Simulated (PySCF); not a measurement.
Species: 3-chlorofuran, C4H3ClO.
SMILES: `Clc1ccoc1`

The closed-shell SCF was solved with PySCF and density fitting under several settings on one GFN2-xTB geometry (grid level 2 and gas phase unless stated).

```csv
settings,basis functions,SCF cycles,E (Eh),HOMO (eV),LUMO (eV),dipole (D)
"KT3/STO-3G, energy threshold 1e-07 Eh",37,9,-688.3808,-4.23,1.52,1.73
"X3LYP/def2-SVP, IEF-PCM acetone",103,13,-689.1715,-6.46,0.15,1.24
```

Q: Estimate the row for these settings: revPBE/def2-SVPD, IEF-PCM dichloromethane, grid level 3, damping 0.1 at the start, DIIS from the seventh cycle.

A: 
| settings | basis functions | SCF cycles | E (Eh) | HOMO (eV) | LUMO (eV) | dipole (D) |
| --- | --- | --- | --- | --- | --- | --- |
| revPBE/def2-SVPD, IEF-PCM dichloromethane, grid level 3, damping 0.1 at the start, DIIS from the seventh cycle | 154 | 20 | -689.1849 | -5.71 | -0.95 | 1.48 |

Q: Over all rows, what range does the HOMO–LUMO gap span?

A: From 4.76 eV (revPBE/def2-SVPD, IEF-PCM dichloromethane, grid level 3, damping 0.1 at the start, DIIS from the seventh cycle) to 6.61 eV (X3LYP/def2-SVP, IEF-PCM acetone). The functional of the narrowest has no exact exchange, that of the widest 22 % exact exchange.

Whole jobs, the steps after the SCF included, on Arm Neoverse V2, one thread, no GPU, on a shared host:

```
                                                                                                      settings                                                 work after the SCF  wall time  peak memory
                                                                         KT3/STO-3G, energy threshold 1e-07 Eh                        spin–spin couplings from 8 perturbed nuclei      3.0 s     0.30 GiB
                                                                               X3LYP/def2-SVP, IEF-PCM acetone                        spin–spin couplings from 8 perturbed nuclei       11 s     0.53 GiB
revPBE/def2-SVPD, IEF-PCM dichloromethane, grid level 3, damping 0.1 at the start, DIIS from the seventh cycle  6 singlets by full TDDFT, 2 Tamm–Dancoff triplets, polarisability       15 s     0.62 GiB
```

Cycle counts include a coarse-grid stage where the run had one. KT3 was designed for NMR shieldings or shifts; total energies of different functionals aren't comparable. Geometry: GFN2-xTB; no vibrations or thermal averaging.
